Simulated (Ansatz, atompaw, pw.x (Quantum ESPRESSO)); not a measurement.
## Pt (Z = 78): does the PAW (atompaw) potential hold in the solid?

```
Element                 : Pt (Z = 78)
Generator               : atompaw 4.2.0.5
Type                    : PAW
Functional              : PBEsol
Relativity              : scalar-relativistic
Frozen core             : [Xe] 4f14
Valence charge          : 10
Reference configuration : 5d9 6s1 6p0
Partial waves           : 6s (bound): rc 3.00 bohr; 6s channel at 0.3 Ry: rc 3.00 bohr; 6p (bound, empty): rc 3.00 bohr; 6p channel at 3.9 Ry: rc 3.00 bohr; 5d (bound): rc 3.00 bohr; 5d channel at 1.45 Ry: rc 3.00 bohr
Local potential         : troulliermartins scheme with l = 3 at 1 Ry, radius 2.75 bohr
Core correction         : smooth core density matched at 2.05 bohr
Augmentation charge     : sinc compensation charge, radius 2.25 bohr; PAW radius 3.00 bohr; waves and projectors: custom rrkj gramschmidtortho
```

Atomic tests: cutoffs needed: 12 Ry and 18 Ry (the cutoffs (Ry, on a coarse ladder) from which the occupation-weighted sum of valence levels, in a spherical-Bessel basis at the reference potential, stays within 10 and 1 mRy of its value at 400 Ry); ghost test: no extra level below or beside the all-electron valence levels (s, p, d, f tested) (spherical-Bessel basis up to 400 Ry, 20 bohr box); lowest eigenvalue of the overlap operator: 0.28 (s channel).

Crystal test: bcc Pt in pw.x 7.5, no spin, 15³ k-points, Fermi–Dirac smearing 0.01 Ry, cutoffs 40/400 Ry. The reference is all-electron LAPW (Ansatz 0.2.0) with the same functional, mesh and smearing; V0 and B0 come from Birch–Murnaghan fits to the pressures at five volumes. Errors are pseudo minus all-electron; Δ is the rms difference of the E(V) curves that follow from these fits, minima aligned, over ±6 % about the mean V0. Mesh and smearing are coarse, so the numbers serve the comparison and aren't converged zero-temperature values; the lattice is a test structure that the element need not adopt.

All-electron: a0 = 3.122 Å (V0 = 15.22 Å³/atom), B0 = 273.8 GPa.

Q: How far does the potential miss the all-electron equation of state?

A: mean pressure error (GPa): -1.67; a0 (Å): 3.116; a0 error (%): -0.21; B0 error (%): +0.2; Δ (meV/atom): 5.7. The largest radius (3.00 bohr) exceeds half the bond length (2.56 bohr), so the spheres overlap, which is one possible source of error among others. The logarithmic derivative shows an extra or strongly shifted pseudo pole above the reference energy (s near 1.06 Ry).

```json
{"V (Å³/atom)": "14.538", "P all-electron (GPa)": "14.14", "P pseudo (GPa)": "12.02"}
{"V (Å³/atom)": "14.920", "P all-electron (GPa)": "5.68", "P pseudo (GPa)": "3.83"}
{"V (Å³/atom)": "15.303", "P all-electron (GPa)": "-1.52", "P pseudo (GPa)": "-3.15"}
{"V (Å³/atom)": "15.686", "P all-electron (GPa)": "-7.65", "P pseudo (GPa)": "-9.10"}
{"V (Å³/atom)": "16.068", "P all-electron (GPa)": "-12.86", "P pseudo (GPa)": "-14.17"}
```

Q: At the middle volume, how do free energy and pressure move when the wave cutoff is lowered (ecutrho held at 400 Ry)?

A:

```tsv
cutoff (Ry)	shift of F (meV/atom)	shift of P (GPa)
18	+8.9	-0.38
24	+3.6	-0.02
32	+0.4	+0.04
```

The run at the middle volume (120 k-points, 7 iterations) took about 8.6 s on one core of a shared host (AMD EPYC 9R45 96-Core Processor, 96 threads, 376 GiB, load 76).
